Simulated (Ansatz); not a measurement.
```yaml
crystal:
  periodic: [false, false, false]
  atoms:
    - {symbol: Zr, position_ang: [0.000000, 0.000000, 0.000000]}
    - {symbol: F, position_ang: [1.842845, 0.012793, 0.001359]}
    - {symbol: F, position_ang: [-0.932500, 1.589553, -0.002954]}
    - {symbol: F, position_ang: [-0.910345, -1.602346, 0.001595]}
basis:
  gaussian: {orbitals: def2-TZVP}
magnetization: {spin_polarized: true, initial_magnetization: 1}
hamiltonian: {xc: pbe0}
relax: {f_tol: 0.004, max_steps: 80}
```

```sh
$ ansatz run in.yaml --threads 1 --pin off --events-out ev --progress --plain --max-ram 2176MiB
```

Steps of the relaxation (energy above the last step; positions in Å, forces in eV/Å):

```
4
step 1, 169.9 meV
Zr    0.000    0.000    0.000    0.000    0.000    0.000
F     1.843    0.013    0.001    1.990    0.014    0.001
F    -0.932    1.590   -0.003   -1.007    1.717   -0.003
F    -0.910   -1.602    0.002   -0.983   -1.730    0.002
```

```
4
step 2, 1.9 meV
Zr    0.000    0.000    0.000    0.000    0.000    0.000
F     1.896    0.013    0.001    0.192    0.001    0.000
F    -0.959    1.635   -0.003   -0.097    0.166    0.000
F    -0.937   -1.649    0.002   -0.095   -0.167    0.000
```

```
4
step 3, 0.0 meV
Zr    0.000    0.000    0.000    0.000    0.000    0.000
F     1.902    0.013    0.001    0.008    0.000    0.000
F    -0.963    1.641   -0.003   -0.004    0.007    0.000
F    -0.940   -1.654    0.002   -0.004   -0.007    0.000
```

```
4
step 4, 0.0 meV
Zr    0.000    0.000    0.000    0.000    0.000    0.000
F     1.903    0.013    0.001    0.000    0.000    0.000
F    -0.963    1.641   -0.003    0.000    0.000    0.000
F    -0.940   -1.654    0.002    0.000    0.000    0.000
```

Close pairs at the end: Zr1–F4 1.903 Å, Zr1–F3 1.903 Å, Zr1–F2 1.903 Å.

A stationary point of unrestricted PBE0 after 4 steps, with ⟨S²⟩ = 0.752 against 0.75 for a pure state; no frequencies were run, so it isn't proven a minimum. 32 s on 1 thread of Arm Neoverse V1, shared host.
